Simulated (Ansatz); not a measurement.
System: rutile MnF2. Method: PBE (Ansatz, a quantum-chemistry and plane-wave program, PAW).

Settings: plane-wave cutoff 520 eV, 8×8×10 k mesh (along the axes of the cell as run), Fermi–Dirac smearing 0.01 eV, spin-polarised with opposed moments, scalar-relativistic PAW data made under PBE.

Computed at the level's own relaxed cell.

Question: What does this level give for the magnetic moment (largest site, within a sphere), smallest direct gap on the k points sampled, equilibrium volume per atom, pressure derivative B′ of the bulk modulus and band gap?

Answer: 
* **magnetic moment (largest site, within a sphere)**: 4.17 μB
* **smallest direct gap on the k points sampled**: 2.29 eV
* **equilibrium volume per atom**: 13.49 Å³/atom
* **pressure derivative B′ of the bulk modulus**: 5.1
* **band gap**: 2.24 eV (indirect)

Measured, for comparison: band gap 9.9 eV (temperature not stated, not corrected to a static lattice, the source doubts the polymorph; as tabulated in Das and Bazhirov (2019), arXiv:1808.05325). Computed (rounded) less measured: band gap not scored (a reference that its source doubts or gives as a wide range).

Note: without U or exact exchange, gaps and moments of open d shells tend to come out too small; the bulk modulus comes from volumes at which shape and atoms were relaxed.

Moments are spin moments.

The computed numbers hold no vibrational or temperature effects.

Computing time: around 27 core-minutes (rough).
